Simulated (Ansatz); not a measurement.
Two isomers of C4H6S: A = `CC1C=CS1`, B = `C=C1CCS1`.

Calculated with Ansatz (gas phase, PBE0-D4/def2-TZVP geometries, no zero-point term in ΔE). CCSD(T)/CBS adds triple-zeta CCSD(T) − MP2 to the extrapolated MP2 energy (def2 sets, frozen cores). Functionals use def2-TZVPP.

A:

```xyz
11

C     0.338    1.349    0.588
C    -0.222    0.355   -0.398
C     0.442   -0.988   -0.495
C    -0.580   -1.768   -0.140
S    -1.779   -0.509    0.140
H    -0.317    2.217    0.692
H     0.464    0.889    1.570
H     1.314    1.703    0.243
H    -0.406    0.811   -1.375
H     1.459   -1.223   -0.783
H    -0.713   -2.837   -0.043
```

B:

```xyz
11

C     1.364    0.021   -1.461
C     0.612   -0.139   -0.384
C    -0.741    0.394    0.016
C    -0.780   -0.297    1.391
S     0.855   -1.062    1.099
H     2.330   -0.458   -1.562
H     1.021    0.645   -2.278
H    -0.772    1.485    0.076
H    -1.541    0.070   -0.654
H    -1.571   -1.036    1.513
H    -0.776    0.379    2.245
```

Task: Which is lower in electronic energy at CCSD(T)/CBS, and by how much? (An estimate is asked.)

Result: Ansatz gave: B, by 9.3 kJ/mol.

Task: Give E(B) − E(A) in kJ/mol with HF/def2-TZVPP, B2PLYP, r2SCAN-D4, ωB97M-V, PBE0-D4, CCSD/def2-TZVPP, PBE-D4. (An estimate is asked.)

Result: Computed: HF/def2-TZVPP -20.5, B2PLYP -13.2, r2SCAN-D4 -15.7, ωB97M-V -14.4, PBE0-D4 -16.1, CCSD/def2-TZVPP -13.0, PBE-D4 -15.5. None reverses the order clearly.

Largest T1 diagnostic: 0.012.

In def2-TZVPP, CCSD(T) changes the Hartree–Fock value by +9.7 kJ/mol (the triples alone add +2.2 kJ/mol) and MP2 by +14.3 kJ/mol.
